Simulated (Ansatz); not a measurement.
in.yaml

```yaml
crystal:
  periodic: [false, false, false]
  atoms:
    - {symbol: Br, position_ang: [-1.013037, 0.015876, 0.000000]}
    - {symbol: H, position_ang: [1.168963, 0.015876, 0.000000]}
    - {symbol: Si, position_ang: [2.608963, 0.015876, 0.000000]}
    - {symbol: H, position_ang: [3.221143, -0.858408, 1.090012]}
    - {symbol: H, position_ang: [3.221143, -0.858408, -1.090012]}
basis:
  gaussian: {orbitals: cc-pVDZ}
magnetization: {spin_polarized: false}
correlation: {method: ccsdt_q, electrons: outside_noble_gas}
```

```sh
$ ansatz run in.yaml --threads 1 --pin off --events-out ev --progress --plain --max-ram 2393MiB
```

The program prints:

```
1137 factors; integrals over basis functions are off by at most 1.9e-7 eV
mean field evaluation 1: about -77901.6121 eV, gradient 2.0e1 eV
mean field evaluation 2: about -77901.6137 eV, gradient 2.0e1 eV
mean field evaluation 4: about -77903.7682 eV, gradient 2.0e0 eV
mean field evaluation 8: about -77903.8119 eV, gradient 6.3e-3 eV
mean field evaluation 16: about -77903.7666 eV, gradient 2.0e0 eV
mean field -77903.81188612 eV, -2862.9122817147 hartree, gradient 8.1e-7 eV, S^2 0.000000; 0 other end points of the search recorded, 0 dependent functions left out; unrestricted orbitals would lower it
mean field evaluation 32: about -77905.0215 eV, gradient 2.7e0 eV
unrestricted determinant -77905.54066721 eV, -2862.9758132479 hartree, S^2 0.9735
19 core orbitals not correlated: weight in the atoms' cores, before any rotation towards them, 1.000 or more for the frozen orbitals, at most 0.000 for the correlated occupied ones
reference -77903.81188612 eV, -2862.9122817147 hartree; 7, 7 occupied and 34, 34 virtual orbitals, 1137 factors
second order -6.53021057 eV of doubles, -0.00000000 eV of singles
cycle   1  -7.09598207 eV  change   -6.4e-1 eV  update   1.9e-1
cycle   2  -7.49962263 eV  change   -4.0e-1 eV  update   1.4e-1
cycle   3  -8.16574360 eV  change   -6.7e-1 eV  update   1.0e-1
cycle   4  -8.17040063 eV  change   -4.7e-3 eV  update   5.3e-2
...
cycle  18  -8.31724143 eV  change    2.3e-5 eV  update   1.0e-4
cycle  19  -8.31719049 eV  change    5.1e-5 eV  update   5.9e-5
cycle  20  -8.31718955 eV  change    9.4e-7 eV  update   2.2e-5
cycle  21  -8.31717543 eV  change    1.4e-5 eV  update   1.4e-5
cycle  22  -8.31716725 eV  change    8.2e-6 eV  update   5.9e-6
cycle  23  -8.31716973 eV  change   -2.5e-6 eV  update   4.4e-6
cycle  24  -8.31717297 eV  change   -3.2e-6 eV  update   2.4e-6
cycle  25  -8.31717658 eV  change   -3.6e-6 eV  update   1.6e-6
cycle  26  -8.31717699 eV  change   -4.1e-7 eV  update   7.5e-7
cycle  27  -8.31717736 eV  change   -3.7e-7 eV  update   4.0e-7
perturbative correction -0.07762917 eV, -0.0028528193 hartree
WARN: these amplitudes may be one of several solutions (largest doubles amplitude 0.60, level shift 0.28 eV)
Total energy: -77912.20669265 eV, -2863.2207851642 hartree
```

Ran on 1 thread of AMD EPYC 7R43, shared host: 16 s wall, 0.3 GiB peak host memory.
